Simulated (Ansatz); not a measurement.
in.yaml

```yaml
crystal:
  periodic: [false, false, false]
  atoms:
    - {symbol: Ge, position_ang: [0.000000, 0.000000, 0.000000]}
    - {symbol: Ge, position_ang: [0.000000, 0.000000, 2.525800]}
basis:
  gaussian: {orbitals: cc-pVDZ}
magnetization: {spin_polarized: false, initial_magnetization: 4}
correlation: {active_space: {window: {electrons: 4, orbitals: 5}}}
```

```sh
$ ansatz run in.yaml --threads 1 --pin off --events-out ev --progress --plain --max-ram 2393MiB
```

**Question.** Roughly how long does this take on 1 thread of Intel Xeon Platinum 8259CL, shared host, and how much host memory?

**Answer.** 8.5 s wall and 0.16 GiB.

```
658 factors; integrals over basis functions are off by at most 8.9e-4 eV
mean field evaluation 1: about -112943.3986 eV, gradient 4.5e0 eV
mean field evaluation 2: about -112943.4007 eV, gradient 4.5e0 eV
mean field evaluation 4: about -112943.7164 eV, gradient 5.0e-1 eV
mean field evaluation 8: about -112943.7210 eV, gradient 4.0e-6 eV
mean field evaluation 16: about -112943.7210 eV, gradient 3.5e-5 eV
mean field evaluation 32: about -112943.4805 eV, gradient 2.1e0 eV
mean field -112943.72096683 eV, -4150.6051895274 hartree, gradient 2.5e-6 eV, S^2 6.000000; 6 other end points of the search recorded, 0 dependent functions left out
reference -112943.72096683 eV, -4150.6051895274 hartree; 34, 30 occupied and 20, 24 virtual orbitals, 658 factors
state -112943.72096683 eV, -4150.6051895274 hartree
Total energy: -112943.72096683 eV, -4150.6051895274 hartree
```
